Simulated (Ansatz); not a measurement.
Results of r²SCAN-D4 (PAW; Ansatz, a first-principles code) for cubic perovskite SrTiO3 (cubic form, which distorts at low temperature).

Settings: plane-wave cutoff 560 eV, 10×10×10 k mesh, Fermi–Dirac smearing 0.01 eV, no spin polarisation, scalar-relativistic PAW data made under PBE.

Cell (relaxed at this level):

```
SrTiO3
1.0
    3.89932     0.00000     0.00000
    0.00000     3.89932     0.00000
    0.00000     0.00000     3.89932
Sr Ti O
1 1 3
Direct
  0.00000   0.00000   0.00000
  0.50000   0.50000   0.50000
  0.50000   0.00000   0.50000
  0.00000   0.50000   0.50000
  0.50000   0.50000   0.00000
```

Question: Estimate the band gap and smallest direct gap on the k points sampled that the calculation returns.

Answer: 
band gap: 2.27 eV
smallest direct gap on the k points sampled: 2.64 eV

Measured, for comparison: band gap 3.59 eV (zero-point renormalisation of 336 meV (experimental, the table's column) added back here, indirect; inputs from Miglio et al. (2020), arXiv:2011.12765).

Note: the relaxation could not lower the start's symmetry, so the cell can be a saddle point above a distorted one.

Spin–orbit coupling is not included.

Static lattice: no zero-point or thermal effects.
